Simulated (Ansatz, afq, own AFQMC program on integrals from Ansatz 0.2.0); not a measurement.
## AlN, triplet in 6-31G, levels against full CI

| atom | x (Å) | y (Å) | z (Å) |
| --- | --- | --- | --- |
| Al | 0.0000 | 0.0000 | 0.0000 |
| N | 0.0000 | 0.0000 | 1.6040 |

Basis 6-31G. Only valence electrons are correlated. AFQMC by an in-house program on the Cholesky factors that Ansatz 0.2.0 writes for its CCSD(T) run. The CISD trial takes its coefficients from CCSD amplitudes. Released means that phaseless walkers are propagated on without the constraint, phases kept. Error bars are statistical, one sigma.

Determinant: UHF, the one that the program's search chose, which needn't be the lowest solution. The geometry is a point of a scan.

Full CI on the same integrals is exact in this basis and with this determinant's frozen core.

Cautions: lower spins were not checked; the determinant is a saddle point among determinants of its kind; strong correlation (T1 0.082, weight of the determinant 0.80, largest double 0.11); the released energies are still falling, so no released level is given (meV from the phaseless value at times in 1/Eh: -5 ± 3 at 0.24, -11 ± 3 at 0.51, -15 ± 3 at 0.99, -24 ± 6 at 1.62, -6 ± 16 at 2.40).

The T1 diagnostic is 0.0815. The weight of the determinant in the CISD state is 0.797, the ⟨S²⟩ of the determinant is 2.040 and the size of the correlated space is 8 electrons in 16 orbitals.

Reference: full CI, correlation energy -3.354 eV. The cautions show a poor starting determinant, so the rows tell how each method copes with it here, and full CI is the sure value.

| level | E − E(reference) (kJ/mol) | share of correlation (%) |
| --- | --- | --- |
| HF | 323.6 | 0.00 |
| MP2 | 96.2 | 70.26 |
| CCSD | 14.6 | 95.50 |
| CCSD(T) | 5.6 | 98.28 |
| CCSDT | 1.8 | 99.44 |
| CCSDT(Q) | -0.2 | 100.07 |
| CCSDTQ | 0.1 | 99.97 |
| ph-AFQMC/HF | 19.3 ± 2.1 | 94.04 |
| ph-AFQMC/CISD | 3.6 ± 0.3 | 98.89 |

CCSDT and higher add their correlation energy to the determinant of the CCSD(T) run, since their own runs factorise the integrals more tightly (a shift of under 2 meV). A walk keeps the symmetry of its determinant, which the program's search chose and which needn't be the lowest solution, so a lower state of the same spin and another symmetry isn't excluded.
